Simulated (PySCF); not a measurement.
**ClSiN: one-bond stretch**

These are results of PBE0 in PySCF with Si def2-TZVP, N def2-TZVP, Cl def2-TZVP; no relativity; density-fitted integrals, not measurements.

Rigid scan from the singlet minimum (Si–Cl 2.009 Å, Si–N 1.558 Å; Cl–Si–N 180.0°). Coordinate: the bond from Si to the last atom (Cl) scaled, the rest fixed. Energies in kJ/mol from the minimum.

Q: Predict the curve at 0.92, 0.96, 1.00, 1.05, 1.12, 1.20, 1.35, 1.55, 1.80, 2.20.

A: 
| scale of one bond | E (kJ/mol) | dipole size (D) |
| --- | --- | --- |
| 0.92 | 32.5 | 5.15 |
| 0.96 | 7.1 | 4.73 |
| 1.00 | 0.0 | 4.30 |
| 1.05 | 8.3 | 3.77 |
| 1.12 | 38.8 | 3.04 |
| 1.20 | 86.3 | 2.26 |
| 1.35 | 181.1 | 1.04 |
| 1.55 | 287.0 | – |
| 1.80 | 375.9 | – |
| 2.20 | 447.7 | – |

At long bonds a restricted determinant can lie too high, and another spin state can fall below this curve.

The scan took 9.5 s on 2 threads of a shared Arm Neoverse V2 host; the process peaked at 0.89 GiB. Launch command: `OMP_NUM_THREADS=2 python axn.py task.json out`.
